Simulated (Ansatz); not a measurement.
A nudged elastic band was laid between two geometries of AlCl2H (4 atoms, charge 0, multiplicity 1).

Computed with RKS PBE/def2-SVP (Ansatz 0.2.0).

```
movable images  : 7
climbing image  : yes
spring          : 5.0 eV/Å²
optimiser       : quadratic models (default)
start path      : through a guess of the saddle point
force threshold : 0.2 eV/Å
iteration limit : 60
end points      : relaxed
```

Image 0:

```xyz
4
Properties=species:S:1:pos:R:3
Al 0.321 0.000 0.340
H 0.087 0.000 1.901
Cl 2.269 0.000 -0.458
Cl -1.310 0.000 -0.994
```

Image 8:

```xyz
4
Properties=species:S:1:pos:R:3
Al -1.243 0.000 0.373
H 1.935 0.000 1.753
Cl 2.011 0.000 0.457
Cl -1.337 0.000 -1.795
```

Question: What changes between the two ends?

Answer: Bonds broken: Al1–H2, Al1–Cl3. Bonds formed: H2–Cl3. AlCl2H becomes AlCl + ClH.

Question: What energy profile does the band end with?

Answer: The run converged. The highest image is number 4 of 0 to 8, 60.3 kcal/mol above the first end and 12.4 kcal/mol above the last; the last end lies 47.9 kcal/mol above the first. The threshold of 0.2 eV/Å is loose, so the images may lie well off the minimum-energy path. Another band between the same ends (7 images) ends at a top of the same energy, where a vibrational analysis finds 1 clearly imaginary mode. The orbitals stay closed-shell, which can raise the energy where a bond breaks towards radicals; this wasn't checked here.

| image | path coordinate (Å) | energy (kcal/mol) | Al1–H2 (Å) | Al1–Cl3 (Å) | H2–Cl3 (Å) |
| --- | --- | --- | --- | --- | --- |
| 0 | 0.00 | 0.0 | 1.58 | 2.11 | 3.21 |
| 1 | 0.39 | 5.4 | 1.57 | 2.10 | 2.83 |
| 2 | 0.78 | 22.3 | 1.56 | 2.14 | 2.41 |
| 3 | 1.17 | 47.6 | 1.59 | 2.30 | 2.01 |
| 4 | 1.56 | 60.3 | 1.73 | 2.54 | 1.66 |
| 5 | 1.98 | 52.1 | 2.09 | 2.88 | 1.36 |
| 6 | 2.41 | 49.0 | 2.56 | 3.33 | 1.31 |
| 7 | 2.83 | 48.3 | 3.03 | 3.33 | 1.30 |
| 8 | 3.25 | 47.9 | 3.46 | 3.26 | 1.30 |

Question: What is the geometry of the highest image?

Answer: 
```xyz
4
Properties=species:S:1:pos:R:3
Al -0.393 0.000 0.538
H 1.092 0.000 1.427
Cl 2.115 0.000 0.123
Cl -1.447 0.000 -1.298
```

The run took 66 s on 1 thread of Arm Neoverse V1 (shared host), peak memory 0.1 GiB.
